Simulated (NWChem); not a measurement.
Molecule: C₂H₃O, doublet; SMILES C[C]=O

Computed with NWChem. Pople sets run with spherical d functions. Spin-unrestricted. In the optimisation the excess spin sits in a' (Cs, its own frame). No stability test was run on the SCF state. Each level has its own optimisation; frequencies are unscaled.

| level | r C–C (Å) | r C–O (Å) | highest harmonic frequency (cm⁻¹) | lowest (cm⁻¹) | zero-point energy (kcal/mol) | dipole (D) |
|---|---|---|---|---|---|---|
| UHF/3-21G | 1.513 | 1.185 | 3284 | 116 | 29.0 | 2.99 |
| UHF/6-31G* | 1.513 | 1.165 | 3301 | 100 | 29.2 | 2.81 |
| PBE-D3(BJ)/def2-SVP | 1.506 | 1.194 | 3077 | 119 | 26.2 | 2.32 |
